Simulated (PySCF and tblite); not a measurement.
Results of a calculation; reference values are marked as such.
C3H8S, numbered as in [CH3:1][CH2:2][S:3][CH3:4]. The same 2 conformers on PBE0-D3(BJ)/def2-SVP geometries, with only the functional of the single-point energies changed (basis set def2-TZVP, solvent none (gas phase), D3(BJ) where defined; PySCF).

Torsions listed: C1–C2–S3–C4. Of a mirror pair one member is shown.

```json
{"conformer": "1", "shape": "-70°", "symmetry": "C1 (pair)", "dipole D": "1.61"}
{"conformer": "2", "shape": "180°", "symmetry": "Cs", "dipole D": "1.59"}
```

Energies (kcal/mol) above conformer 1 and its weight at 298.15 K (thermal terms from GFN2-xTB):

```tsv
functional	E(2) − E(1)	weight of 1 (%)
PBE0	0.09	65
BLYP	0.26	71
HSE06	0.07	64
BHandHLYP	0.01	62
CAM-B3LYP	0.06	64
r2SCAN	0.04	63
PBE	?	?
```

Task: What does PBE give?

Result: E(2) − E(1) = 0.21 kcal/mol, weight of conformer 1 70 %.

Task: How much does the choice of functional matter?

Result: The widest range is that of E(2) − E(1), which runs from 0.01 (BHandHLYP) to 0.26 kcal/mol (BLYP), a spread of 0.24, against RT = 0.59.
